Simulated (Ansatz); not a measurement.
## C2H8N2 (1,1-dimethylhydrazine): from total energies to a heat of formation

C2H8N2: 12 atoms, total charge 0, spin state singlet. As SMILES, `CN(C)N`. The shape is that of a PBE0-D4/def2-TZVP optimisation. This is one conformer, not always the lowest.

```xyz
12

C    -0.9528   -0.7992   -0.0478
N    -0.0543    0.2049    0.4718
C     1.3290   -0.1610    0.2852
N    -0.2732    1.4766   -0.0988
H    -0.7589   -1.7594    0.4357
H    -0.8449   -0.9352   -1.1408
H    -1.9862   -0.5144    0.1619
H     1.5275   -1.1054    0.7966
H     1.9638    0.6156    0.7097
H     1.5959   -0.2853   -0.7803
H    -0.4342    1.3953   -1.1064
H    -1.1115    1.8675    0.3131
```

Total energies at CCSD/6-31G* (spherical functions), 4 core orbitals frozen (Ansatz 0.2.0); the atoms run unrestricted:

| species | state | energy (Eh) |
| --- | --- | --- |
| C2H8N2 | singlet | -189.862637 |
| C | triplet | -37.750356 |
| N | quartet | -54.471492 |
| H | doublet | -0.498233 |

Harmonic wavenumbers at PBE0-D4/def2-TZVP, in cm⁻¹: 253, 280, 302, 395, 429, 466, 856, 946, 1042, 1095, 1112, 1166, 1264, 1297, 1348, 1427, 1452, 1470, 1481, 1485, 1500, 1670, 2924, 2940, 3079, 3092, 3127, 3153, 3376, 3568.

Measured heats of formation of the gaseous atoms at 298.15 K, in kJ/mol: C 716.9, N 472.4, H 218.0. Take 1 Eh = 2625.50 kJ/mol, 1 cm⁻¹ = 0.0119627 kJ/mol, RT = 2.479 kJ/mol.

Question: What heat of formation follows?

Answer: 
1. Electronic atomisation energy: 2 × (-37.750356) + 2 × (-54.471492) + 8 × (-0.498233) − (-189.862637) = 1.433077 Eh = 3762.5 kJ/mol.
2. Zero-point energy: half the sum of the wavenumbers, 23997.5 cm⁻¹ = 287.1 kJ/mol.
3. Thermal vibrational enthalpy, Σ hcν̃/(exp(hcν̃/kT) − 1): 6.5 kJ/mol. Translation, rotation and pV of a non-linear molecule: 4 RT = 9.9 kJ/mol.
4. The 12 free atoms carry 5/2 RT each: 74.4 kJ/mol.
5. Atomisation enthalpy at 298 K: 3762.5 − 287.1 − 6.5 − 9.9 + 74.4 = 3533.4 kJ/mol.
6. Sum of the atoms' heats of formation: 4122.6 kJ/mol. Heat of formation: 4122.6 − 3533.4 = +589.2 kJ/mol.

The tabulated value is +84.1 kJ/mol (CRC Handbook of Chemistry and Physics), so this level is off by +505.1 kJ/mol, or 12.5 % of the atomisation enthalpy that the table implies (4038.5 kJ/mol). Coupled cluster needs large bases for atomisation: in a finite one the molecule is underbound. CCSD also lacks the triples, which bind further. A double-zeta basis underbinds. Anharmonicity and any spin-orbit splitting of the molecule are left out, and cores are frozen in the wave-function part.
